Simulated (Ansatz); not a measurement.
# OF (Oxygen monofluoride) at 6 levels

Aim: a comparison of 6 runs (U-r2SCAN/STO-3G, UHSE06/STO-3G, UPBE/STO-3G, USVWN5/STO-3G, UBCCD(T)/STO-3G, UCCSD/STO-3G) of OF (Oxygen monofluoride). 

The results are computed with Ansatz 0.2.0.

43 further runs of the same task are left out: 6 that didn't finish, 37 set aside as unsound or not needed.

## 1. Starting point

OF: 2 atoms, total charge 0, spin state doublet. As SMILES, `[O]F`. The F2–O1 distance was set to 3.246 Å, away from the relaxed value.

## 2. The energy at U-r2SCAN/STO-3G (run 1)

Input file in.yaml:

```yaml
crystal:
  periodic: [false, false, false]
  atoms:
    - symbol: O
      position_ang: [0.000000, 0.000000, -1.947650]
    - symbol: F
      position_ang: [0.000000, 0.000000, 1.298450]
basis:
  gaussian: {orbitals: STO-3G}
magnetization: {spin_polarized: true, initial_magnetization: 1}
hamiltonian: {xc: r2scan}
accuracy: high
```

The run is started by

```console
$ ansatz run in.yaml --threads 1 --pin off --max-ram 2610MiB --events-out events.jsonl --progress --plain --runs-dir runs
```

What it wrote:

```text
Warning: RAYON_NUM_THREADS=1 ignored (pool sized by the plan → 1); use --threads N
Functional definition: r2SCAN
  name "r2SCAN"
  parameter k0 = 0.174
  parameter k1 = 0.065
  parameter a1 = 4.9479
  exchange = r2scan_x(k0 = k0, k1 = k1, a1 = a1)
  correlation = r2scan_c
136 factors; integrals over basis functions are off by at most 1.9e-9 eV
mean field evaluation 1: about -4667.5999 eV, gradient 6.3e0 eV
mean field evaluation 2: about -4611.0030 eV, gradient 3.8e-2 eV
mean field evaluation 4: about -4611.3472 eV, gradient 3.5e0 eV
mean field evaluation 8: about -4686.7828 eV, gradient 1.1e0 eV
mean field evaluation 16: about -4686.8204 eV, gradient 1.5e-2 eV
mean field evaluation 32: about -4686.8229 eV, gradient 1.4e-9 eV
mean field evaluation 64: about -4687.6722 eV, gradient 1.2e-2 eV
mean field evaluation 96: about -4686.7828 eV, gradient 1.1e0 eV
mean field evaluation 128: about -4687.6725 eV, gradient 5.8e-3 eV
mean field evaluation 160: about -4687.6777 eV, gradient 4.0e-2 eV
mean field -4687.67506529 eV, -172.2688812293 hartree, gradient 1.7e-9 eV, S^2 1.750000; 10 other end points of the search recorded, 0 dependent functions left out
reference -4687.67506542 eV, -172.2688812340 hartree; 9, 8 occupied and 1, 2 virtual orbitals, 136 factors
Total energy: -4687.67506542 eV, -172.2688812340 hartree
```

It took 43 s on 1 thread of Arm Neoverse V1, shared host; peak memory 0.14 GiB.

## 3. A single-point energy at UHSE06/STO-3G (run 2)

Input file run.yaml:

```yaml
basis:
  gaussian: {orbitals: STO-3G}
crystal:
  periodic: [false, false, false]
  atoms:
    - {symbol: O, position_ang: [0.000000, 0.000000, -1.947650]}
    - {symbol: F, position_ang: [0.000000, 0.000000, 1.298450]}
magnetization: {spin_polarized: true, initial_magnetization: 1}
hamiltonian: {xc: {name: HSE06}}
accuracy: high
```

The run is started by

```console
$ ansatz run run.yaml --threads 1 --pin off --max-ram 2610MiB --events-out events.jsonl --progress --plain --runs-dir runs
```

What it wrote, cut to the lines that bear on the results:

```text
Warning: RAYON_NUM_THREADS=1 ignored (pool sized by the plan → 1); use --threads N
Functional definition: HSE06
  name "HSE06"
[...]
136 factors; integrals over basis functions are off by at most 1.9e-9 eV
34 factors; integrals over basis functions are off by at most 1.3e-9 eV
[...]
mean field -4685.06646669 eV, -172.1730169987 hartree, gradient 2.1e-8 eV, S^2 1.750000; 9 other end points of the search recorded, 0 dependent functions left out
reference -4685.06646732 eV, -172.1730170220 hartree; 9, 8 occupied and 1, 2 virtual orbitals, 136 factors
Total energy: -4685.06646732 eV, -172.1730170220 hartree
```

Run time: 21 s. Hardware: 1 thread of Arm Neoverse V1, shared host; peak memory 0.09 GiB.

## 4. The energy at UPBE/STO-3G (run 3)

Input file in.yaml:

```yaml
crystal:
  periodic: [false, false, false]
  atoms:
    - symbol: O
      position_ang: [0.000000, 0.000000, -1.947650]
    - symbol: F
      position_ang: [0.000000, 0.000000, 1.298450]
basis:
  gaussian:
    orbitals: STO-3G
magnetization:
  spin_polarized: true
  initial_magnetization: 1
hamiltonian:
  xc: pbe
accuracy: high
```

The run is started by

```console
$ ansatz run in.yaml --threads 1 --pin off --max-ram 2610MiB --events-out events.jsonl --progress --plain --runs-dir runs
```

What it wrote, cut to the lines that bear on the results:

```text
Warning: RAYON_NUM_THREADS=1 ignored (pool sized by the plan → 1); use --threads N
Functional definition: PBE
  name "PBE"
[...]
136 factors; integrals over basis functions are off by at most 1.9e-9 eV
[...]
mean field -4683.55793663 eV, -172.1175795415 hartree, gradient 2.3e-9 eV, S^2 1.750000; 23 other end points of the search recorded, 0 dependent functions left out
reference -4683.55793726 eV, -172.1175795648 hartree; 9, 8 occupied and 1, 2 virtual orbitals, 136 factors
Total energy: -4683.55793726 eV, -172.1175795648 hartree
```

Run time: 17 s. Hardware: 1 thread of Arm Neoverse V1, shared host.

Runs 4 to 5 aren't shown in full; the table further down has their settings and results.

## 5. The energy at UCCSD/STO-3G (run 6)

Input file run.yaml:

```yaml
basis:
  gaussian:
    orbitals: STO-3G
crystal:
  periodic: [false, false, false]
  atoms:
    - {symbol: O, position_ang: [0.000000, 0.000000, -1.947650]}
    - {symbol: F, position_ang: [0.000000, 0.000000, 1.298450]}
magnetization:
  spin_polarized: true
  initial_magnetization: 1
correlation:
  method: ccsd
  frozen_orbitals: {F: 1, O: 1}
accuracy: high
scf:
  omitted_lower_state_checks: [cluster_reference, increment]
```

The run is started by

```console
$ ansatz run run.yaml --threads 1 --pin off --max-ram 2610MiB --events-out events.jsonl --progress --plain --runs-dir runs
```

What it wrote:

```text
Warning: RAYON_NUM_THREADS=1 ignored (pool sized by the plan → 1); use --threads N
[... 19 lines left out ...]
2 core orbitals not correlated: weight in the atoms' cores, before any rotation towards them, 1.000 or more for the frozen orbitals, at most 0.000 for the correlated occupied ones
[... 50 lines left out ...]
Total energy: -4674.66965994 eV, -171.7909413980 hartree
Checks for a lower state left out: cluster_reference, increment
```

Run time: 0.34 s. Hardware: 1 thread of Arm Neoverse V1, shared host.

## 6. The series

```
run            level  frozen core orbitals  energy (Eh)   ⟨S²⟩  wall time
  1  U-r2SCAN/STO-3G                     –  -172.268881  1.750       43 s
  2    UHSE06/STO-3G                     –  -172.173017  1.750       21 s
  3      UPBE/STO-3G                     –  -172.117580  1.750       17 s
  4    USVWN5/STO-3G                     –  -171.040441  1.750      3.3 s
  5  UBCCD(T)/STO-3G                     2  -171.790941  1.750     0.52 s
  6     UCCSD/STO-3G                     2  -171.790941  1.750     0.34 s
```

## 7. What came out

```
                                          quantity          value
                               run 6: total energy  -171.79094 Eh
run 6: correlation energy (2 core orbitals frozen)       -0.1 mEh
          run 6: ⟨S²⟩ of the reference determinant          1.750
                              run 6: T1 diagnostic          0.000
```

What this shows: Totals of different functionals can't be ranked against each other. In runs 1, 2, 3, 4, 5, 6 the basis is minimal, so the values are rough. Spin contamination of the reference: run 2 ⟨S²⟩ = 1.75, run 1 ⟨S²⟩ = 1.75, run 4 ⟨S²⟩ = 1.75, run 5 ⟨S²⟩ = 1.75, run 6 ⟨S²⟩ = 1.75, run 3 ⟨S²⟩ = 1.75. Where it is this large, the reference is a mixture of spin states, and values that rest on it are in doubt. All runs together took 86 s, the longest 43 s.
